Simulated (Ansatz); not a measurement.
Basis-set extrapolation for C3H4Cl2, SMILES `C/C(Cl)=C\Cl` (PBE0-D4/def2-TZVP geometry, frozen core, the Gaussian-basis code of Ansatz). Multiplicity 1, RHF reference.

|  | def2-TZVPP | def2-QZVPP |
| --- | --- | --- |
| HF | -1034.975934 | -1035.006547 |
| MP2 correlation | -0.874444 | -0.945104 |
| CCSD(T) correlation | -0.966912 | not run |

Energies in hartree. Use E(X) = E(∞) + A·exp(−7.88·√X) for Hartree–Fock and E(X) = E(∞) + B·X^(−2.97) for correlation, with X = 3 and 4, and add CCSD(T) minus MP2 of the smaller set to the MP2 limit.

Q: What is the CCSD(T) energy at the basis-set limit?

A: HF limit: -1035.006547 + (-0.030613) × 0.13774 = -1035.01076. MP2 limit: -0.945104 + (-0.070660) × 0.74074 = -0.99744. Higher-order term: -0.966912 − (-0.874444) = -0.09247. Total: -1036.10067 hartree, 414.4 kJ/mol below CCSD(T)/def2-TZVPP.
